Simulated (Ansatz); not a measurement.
# CH6Si: the cost of one run

Method: RKS PBE0-D4/def2-SVPD, in Ansatz 0.2.0.

### 1 Starting point

Bond lengths: Si1–C2 1.870 Å, C2–H3 1.110 Å, C2–H4 1.110 Å, C2–H5 1.110 Å, Si1–H6 1.460 Å, Si1–H7 1.459 Å, Si1–H8 1.459 Å. Angles: Si1–C2–H3 109.5°, Si1–C2–H4 109.5°, Si1–C2–H5 109.5°, H3–C2–H4 109.4°, H3–C2–H5 109.4°, H4–C2–H5 109.4°, C2–Si1–H6 109.5°, C2–Si1–H7 109.5°, C2–Si1–H8 109.5°, H6–Si1–H7 109.5°, H6–Si1–H8 109.5°, H7–Si1–H8 109.5°.

Coordinates:

```xyz
8

Si    0.0000    0.0000    0.0000
C     0.0000    0.0000    1.8700
H    -0.9996   -0.3092    2.2405
H     0.7676   -0.7111    2.2405
H     0.2320    1.0203    2.2405
H     1.3768    0.0000   -0.4862
H    -0.6877    1.1914   -0.4862
H    -0.6877   -1.1914   -0.4862
```

### 2 Relaxing the start

Input file input.yaml:

```yaml
crystal:
  periodic: [false, false, false]
  atoms:
    - { symbol: Si, position_ang: [0.0, 0.0, 0.0] }
    - { symbol: C, position_ang: [0.0, 0.0, 1.87] }
    - { symbol: H, position_ang: [-0.9996, -0.3092, 2.2405] }
    - { symbol: H, position_ang: [0.7676, -0.7111, 2.2405] }
    - { symbol: H, position_ang: [0.232, 1.0203, 2.2405] }
    - { symbol: H, position_ang: [1.3768, 0.0, -0.4862] }
    - { symbol: H, position_ang: [-0.6877, 1.1914, -0.4862] }
    - { symbol: H, position_ang: [-0.6877, -1.1914, -0.4862] }
basis:
  gaussian: { orbitals: def2-SVPD }
hamiltonian:
  xc: pbe0
  dispersion: d4
relax:
  f_tol: 0.02
  max_steps: 40
```

Started as:

```sh
$ ansatz run input.yaml --threads 1 --pin off --max-ram 2048MiB --backend cpu --events-out ev --progress --plain --runs-dir out
```

**Question.** How long does this run take on 1 thread of Intel Xeon 6975P-C (Granite Rapids), shared host, and how much memory does it need?

About 8 s, with a peak of 0.17 GiB.
